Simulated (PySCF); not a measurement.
# C₃H₄F₂: geometry, spin-spin couplings

Aim: predict the spin-spin couplings of C₃H₄F₂ (`C=CC(F)F`).

Programs: PySCF 2.14.0, with density-fitted response routines of our own. Each step states its level of theory. These are calculated values for one molecule in the gas phase, unless marked as measured. Atoms count from 0, in the outputs and in this text.

### 1 Starting geometry

9 atoms, charge 0, multiplicity 1; geometry from: GFN2-xTB. The atoms were then displaced at random by about 0.01 Å, so the start is not that level's minimum.

Bonds of the start (Å): C0–C1 1.35, C1–C2 1.51, C2–F3 1.33, C2–F4 1.36, C0–H5 1.06, C0–H6 1.08, C1–H7 1.08, C2–H8 1.11.

### 2 Relaxing the molecule at PBE0-D3(BJ)/def2-SVP

The job: settings as JSON, then the geometry in Å.

```
{"job": {"xc": "PBE0", "basis": "def2-SVP", "d3": "d3bj", "grid": 1, "shake": 0.01, "kind": "geom"}, "charge": 0, "multiplicity": 1}
C      1.394200     0.136680     0.235030
C      0.084630     0.360460     0.452080
C     -1.026010    -0.313170    -0.323160
F     -1.859010     0.606770    -0.793700
F     -0.545330    -0.994230    -1.401290
H      1.709310    -0.509440    -0.538030
H      2.139950     0.662510     0.807310
H     -0.259290     1.051600     1.203590
H     -1.580650    -1.018340     0.324440
```

Launch:

```sh
$ OMP_NUM_THREADS=1 python probes_run.py task.json out
```

One launch serves the whole session: the jobs run in the order shown.

The log of the run:

```text
step   0  E = -315.81326058  max force = 0.035620
step   1  E = -315.81539738  max force = 0.010361
step   2  E = -315.81567879  max force = 0.004587
step   3  E = -315.81577992  max force = 0.006495
step   4  E = -315.81592763  max force = 0.001132
step   5  E = -315.81596477  max force = 0.000833
step   6  E = -315.81599645  max force = 0.000399
step   7  E = -315.81604252  max force = 0.001300
step   8  E = -315.81605402  max force = 0.001201
step   9  E = -315.81605873  max force = 0.000406
optimisation converged
```

It took 20 s on 1 thread of Arm Neoverse V2, shared host; peak memory 0.38 GiB.

Along the way:

```csv
step,energy from step 0 (eV),largest force component (eV/Å)
0,0.0000,1.8317
1,-0.0581,0.5328
2,-0.0658,0.2359
3,-0.0686,0.3340
4,-0.0726,0.0582
5,-0.0736,0.0428
6,-0.0744,0.0205
7,-0.0757,0.0668
8,-0.0760,0.0618
9,-0.0761,0.0209
```

Distances of close pairs at the start and the end, largest changes first:

```csv
bond,before (Å),after (Å),change (Å)
C0–H5,1.056,1.093,+0.037
C2–F3,1.327,1.355,+0.028
C1–C2,1.513,1.495,-0.018
C1–H7,1.077,1.095,+0.018
C0–C1,1.346,1.330,-0.016
C0–H6,1.077,1.092,+0.015
C2–F4,1.363,1.351,-0.012
C2–H8,1.106,1.107,+0.000
```

The end geometry stands in the next job.

```csv
at the end point,value
point group (found at 0.08 Å tolerance),C1
"rotational constants (GHz, main isotopes)","9.000, 4.207, 3.116"
dipole moment (D),1.99
```

### 3 Indirect couplings: B3LYP/cc-pVTZ

The job: settings as JSON, then the geometry in Å.

```
{"job": {"kind": "j", "xc": "B3LYP", "basis": "cc-pVTZ"}, "charge": 0, "multiplicity": 1}
C      1.372119     0.294894    -0.019558
C      0.116401     0.399753     0.406450
C     -1.009646    -0.424242    -0.129415
F     -2.032511     0.381601    -0.503481
F     -0.625885    -1.141619    -1.207388
H      1.640317    -0.412421    -0.808590
H      2.167398     0.913185     0.403259
H     -0.166763     1.102565     1.196997
H     -1.403304    -1.131908     0.624913
```

With the program's defaults for keys left out, this is: B3LYP/cc-pVTZ indirect spin-spin coupling, non-relativistic, gas phase.

The log of the run:

```text
coarse grid: 7912 points
cycle   1  E = -316.4218444642  dE =  5.507e-01  |g| = 7.381e-01  |ddm| = 6.084e+00
cycle   2  E = -316.3141519270  dE =  1.077e-01  |g| = 1.139e+00  |ddm| = 2.165e+00
cycle   3  E = -316.5083243860  dE = -1.942e-01  |g| = 9.094e-02  |ddm| = 1.289e+00
cycle   4  E = -316.5097053995  dE = -1.381e-03  |g| = 4.850e-02  |ddm| = 1.972e-01
cycle   5  E = -316.5102291976  dE = -5.238e-04  |g| = 1.483e-02  |ddm| = 7.872e-02
cycle   6  E = -316.5102789854  dE = -4.979e-05  |g| = 3.085e-03  |ddm| = 2.444e-02
cycle   7  E = -316.5102811668  dE = -2.181e-06  |g| = 5.000e-04  |ddm| = 4.823e-03
final grid: 78320 points
cycle   8  E = -316.5078803224  dE = -5.562e-05  |g| = 7.102e-03  |ddm| = 7.472e-02
cycle   9  E = -316.5078716909  dE =  8.632e-06  |g| = 1.036e-02  |ddm| = 2.048e-02
cycle  10  E = -316.5078882598  dE = -1.657e-05  |g| = 7.028e-04  |ddm| = 1.170e-02
cycle  11  E = -316.5078883251  dE = -6.536e-08  |g| = 3.164e-04  |ddm| = 1.401e-03
cycle  12  E = -316.5078883468  dE = -2.170e-08  |g| = 1.150e-04  |ddm| = 5.605e-04
cycle  13  E = -316.5078883500  dE = -3.155e-09  |g| = 2.790e-05  |ddm| = 1.955e-04
cycle  14  E = -316.5078883501  dE = -1.652e-10  |g| = 7.055e-06  |ddm| = 4.082e-05
converged SCF energy = -316.5078883501

Indirect spin-spin couplings (Hz)
  i      j    bonds     total        FC       PSO       DSO        SD
  0 C    1 C    1     88.006    93.618    -9.508     0.155     3.741
  0 C    2 C    2      0.523     0.586    -0.021    -0.004    -0.037
  0 C    3 F    3      3.412     5.018     0.113    -0.329    -1.389
  0 C    4 F    3     13.130    14.046    -0.679     0.020    -0.256
  0 C    5 H    1    154.455   153.130     0.404     0.616     0.305
  0 C    6 H    1    154.699   153.330     0.545     0.531     0.292
  0 C    7 H    2     -0.284     1.358    -1.170    -0.530     0.058
  0 C    8 H    3      2.021     2.109     0.261    -0.369     0.019
  1 C    2 C    1     47.998    48.351    -1.589     0.316     0.920
  1 C    3 F    2     20.754    24.911    -4.792    -0.002     0.637
  1 C    4 F    2     20.620    22.573    -2.651    -0.048     0.745
  1 C    5 H    2     -2.649    -0.790    -1.447    -0.424     0.011
  1 C    6 H    2      0.331     2.014    -1.271    -0.474     0.062
  1 C    7 H    1    152.893   151.322     0.474     0.877     0.220
  1 C    8 H    2      3.903     4.010    -0.083    -0.065     0.041
  2 C    3 F    1   -291.586  -295.903    -9.540     1.007    12.849
  2 C    4 F    1   -296.727  -296.883   -12.903     1.028    12.031
  2 C    5 H    3      6.198     6.231    -0.043     0.050    -0.040
  2 C    6 H    3     10.621    10.659     0.313    -0.391     0.040
  2 C    7 H    2      8.226     8.280    -0.103     0.007     0.042
  2 C    8 H    1    164.522   163.537    -0.672     1.422     0.234
  3 F    4 F    2    209.913    20.604   112.963    -0.716    77.062
  3 F    5 H    4     -5.697    -4.585     0.882    -1.210    -0.784
  3 F    6 H    4     -3.415    -3.198     0.888    -1.322     0.217
  3 F    7 H    3      2.535     2.076     0.656    -0.154    -0.043
  3 F    8 H    2     44.014    47.808     1.020    -1.019    -3.795
  4 F    5 H    4      0.395     0.630    -1.504     1.316    -0.047
  4 F    6 H    4      1.756     2.272     1.164    -1.427    -0.253
  4 F    7 H    3     16.236    18.701    -0.112    -2.190    -0.163
  4 F    8 H    2     48.613    52.319     0.920    -0.991    -3.635
  5 H    6 H    2      2.710     2.594     3.161    -3.392     0.347
  5 H    7 H    3     15.465    16.158     2.182    -3.150     0.274
  5 H    8 H    4     -2.020    -1.804     1.029    -1.214    -0.031
  6 H    7 H    3      9.743    10.104     0.344    -0.650    -0.056
  6 H    8 H    4     -1.857    -1.624     1.355    -1.629     0.042
  7 H    8 H    3      1.352     1.297     0.611    -0.624     0.067
```

Wall time 27 s (1 thread of Arm Neoverse V2, shared host); peak memory 0.86 GiB.

This basis has no tight s functions, so the Fermi-contact terms are rough.

Couplings of 1 Hz or more, nine at most for each number of bonds, with means over like pairs (isotopes 13C, 19F, 1H):

```csv
pair,bonds,J (Hz),Fermi contact (Hz),dihedral (°)
C2–F3,1,-294.2,-296.4,–
C2–H8,1,164.5,163.5,–
C0–H6,1,154.7,153.3,–
C0–H5,1,154.5,153.1,–
C1–H7,1,152.9,151.3,–
C0–C1,1,88.0,93.6,–
C1–C2,1,48.0,48.4,–
F3–F4,2,209.9,20.6,–
F3–H8,2,46.3,50.1,–
C1–F3,2,20.7,23.7,–
C2–H7,2,8.2,8.3,–
C1–H8,2,3.9,4.0,–
H5–H6,2,2.7,2.6,–
C1–H5,2,-2.6,-0.8,–
H5–H7,3,15.5,16.2,180
C2–H6,3,10.6,10.7,-180
H6–H7,3,9.7,10.1,0
F3–H7,3,9.4,10.4,–
C0–F3,3,8.3,9.5,–
C2–H5,3,6.2,6.2,1
C0–H8,3,2.0,2.1,113
H7–H8,3,1.4,1.3,-67
F3–H5,4,-2.7,-2.0,–
H5–H8,4,-2.0,-1.8,–
H6–H8,4,-1.9,-1.6,–
```

### 4 J couplings: B3LYP/6-31G*

The job, as its differences from that of step 3:

```diff
@@ -1,2 +1,2 @@
-{"job": {"kind": "j", "xc": "B3LYP", "basis": "cc-pVTZ"}, "charge": 0, "multiplicity": 1}
+{"job": {"kind": "j", "xc": "B3LYP", "basis": "6-31G*"}, "charge": 0, "multiplicity": 1}
 C      1.372119     0.294894    -0.019558
```

With the program's defaults for keys left out, this is: B3LYP/6-31G* indirect spin-spin coupling, non-relativistic, gas phase.

The log of the run:

```text
coarse grid: 7912 points
cycle   1  E = -316.2870268225  dE =  5.627e-01  |g| = 7.415e-01  |ddm| = 2.715e+00
cycle   2  E = -316.1835259150  dE =  1.035e-01  |g| = 1.099e+00  |ddm| = 1.200e+00
cycle   3  E = -316.3817755899  dE = -1.982e-01  |g| = 9.311e-02  |ddm| = 7.380e-01
cycle   4  E = -316.3836183747  dE = -1.843e-03  |g| = 4.005e-02  |ddm| = 1.144e-01
cycle   5  E = -316.3839796908  dE = -3.613e-04  |g| = 1.475e-02  |ddm| = 3.993e-02
cycle   6  E = -316.3840353747  dE = -5.568e-05  |g| = 1.953e-03  |ddm| = 1.355e-02
cycle   7  E = -316.3840362568  dE = -8.821e-07  |g| = 5.483e-04  |ddm| = 2.123e-03
final grid: 78320 points
cycle   8  E = -316.3690672663  dE = -1.236e-05  |g| = 6.385e-03  |ddm| = 1.300e-02
cycle   9  E = -316.3690604362  dE =  6.830e-06  |g| = 9.112e-03  |ddm| = 1.129e-02
cycle  10  E = -316.3690751949  dE = -1.476e-05  |g| = 6.031e-04  |ddm| = 6.423e-03
cycle  11  E = -316.3690752751  dE = -8.017e-08  |g| = 1.756e-04  |ddm| = 6.033e-04
cycle  12  E = -316.3690752811  dE = -5.990e-09  |g| = 8.918e-05  |ddm| = 2.055e-04
cycle  13  E = -316.3690752831  dE = -2.015e-09  |g| = 1.235e-05  |ddm| = 8.125e-05
cycle  14  E = -316.3690752831  dE = -3.189e-11  |g| = 4.838e-06  |ddm| = 1.261e-05
converged SCF energy = -316.3690752831

Indirect spin-spin couplings (Hz)
  i      j    bonds     total        FC       PSO       DSO        SD
  0 C    1 C    1     90.953    95.893    -8.540     0.157     3.444
  0 C    2 C    2     -1.448    -1.399    -0.015    -0.005    -0.030
  0 C    3 F    3     14.005    15.632    -0.071    -0.321    -1.235
  0 C    4 F    3      9.527    10.494    -0.790     0.027    -0.204
  0 C    5 H    1    171.089   170.095    -0.013     0.703     0.304
  0 C    6 H    1    169.509   168.500     0.096     0.619     0.294
  0 C    7 H    2     -4.068    -2.322    -1.167    -0.518    -0.060
  0 C    8 H    3      5.071     5.246     0.188    -0.365     0.002
  1 C    2 C    1     72.921    73.171    -1.345     0.318     0.777
  1 C    3 F    2     16.986    20.311    -4.029     0.023     0.681
  1 C    4 F    2     22.886    24.293    -2.063    -0.025     0.680
  1 C    5 H    2     -5.239    -3.305    -1.432    -0.412    -0.091
  1 C    6 H    2     -3.605    -1.797    -1.291    -0.463    -0.054
  1 C    7 H    1    166.507   165.261     0.067     0.964     0.214
  1 C    8 H    2      2.587     2.664    -0.063    -0.049     0.034
  2 C    3 F    1   -241.669  -246.426    -6.525     1.111    10.171
  2 C    4 F    1   -240.804  -241.918    -9.513     1.135     9.492
  2 C    5 H    3      5.207     5.241    -0.055     0.054    -0.033
  2 C    6 H    3      8.712     8.833     0.227    -0.387     0.039
  2 C    7 H    2      7.348     7.378    -0.074     0.017     0.027
  2 C    8 H    1    186.985   186.191    -0.729     1.482     0.041
  3 F    4 F    2    301.622   102.959   123.835    -0.533    75.360
  3 F    5 H    4     -6.856    -5.444     0.514    -1.170    -0.755
  3 F    6 H    4     -4.567    -4.003     0.527    -1.291     0.199
  3 F    7 H    3      4.472     4.009     0.549    -0.092     0.006
  3 F    8 H    2     58.010    61.998     0.072    -0.842    -3.219
  4 F    5 H    4      2.174     1.977    -1.108     1.313    -0.008
  4 F    6 H    4      1.049     1.957     0.725    -1.394    -0.240
  4 F    7 H    3     15.194    17.969    -0.587    -2.120    -0.069
  4 F    8 H    2     57.566    61.578    -0.094    -0.813    -3.105
  5 H    6 H    2     -0.309     0.813     1.919    -3.251     0.210
  5 H    7 H    3     15.865    17.334     1.334    -3.097     0.295
  5 H    8 H    4     -2.712    -2.130     0.640    -1.188    -0.034
  6 H    7 H    3     10.616    11.347    -0.083    -0.604    -0.044
  6 H    8 H    4     -2.541    -1.896     0.914    -1.605     0.046
  7 H    8 H    3      1.113     1.332     0.284    -0.572     0.070
```

It took 7.4 s on 1 thread of Arm Neoverse V2, shared host; peak memory 0.43 GiB.

This basis has no tight s functions, so the Fermi-contact terms are rough.

In short: J(F3,F4) 301.6 Hz, J(C2,F3) -241.2 Hz, J(C2,H8) 187.0 Hz (means over like pairs).

### 5 Side by side: spin-spin couplings

Couplings (Hz), each a mean over the pairs like the one named, with basis size and wall time:

```csv
run,C2–F3,F3–F4,C2–H8,C0–H6,C0–H5,C1–H7,C0–C1,functions,time
B3LYP/cc-pVTZ,-294.2,209.9,164.5,154.7,154.5,152.9,88.0,206,27 s
B3LYP/6-31G*,-241.2,301.6,187.0,169.5,171.1,166.5,91.0,78,7.4 s
```

### 6 What came out

```
                                     quantity                     value
                                  point group                        C1
         rotational constants (main isotopes)      9.00, 4.21, 3.12 GHz
largest coupling of the table (B3LYP/cc-pVTZ)  1J(C,F) C2–F3, -294.2 Hz
      range of J(C2,F3), mean over like pairs       -294.2 to -241.2 Hz
```

The optimisation took 9 steps and gained 0.076 eV; among the close pairs (by a distance rule), C0–H5 changed most, from 1.056 to 1.093 Å. In the run at B3LYP/cc-pVTZ, the largest coupling of the table is C2–F3 (mean over like pairs), -294.2 Hz, of which the Fermi-contact term gives -296.4 Hz. Couplings across rotatable bonds belong to this one conformer; where others are populated, the observed values are averages. Density functionals describe couplings to fluorine poorly, F–F couplings above all, so those rows are rough. The coupling C2–F3, as a mean over pairs of its kind, runs from -294.2 Hz (B3LYP/cc-pVTZ) to -241.2 Hz (B3LYP/6-31G*). Couplings from bases without tight functions are rough.
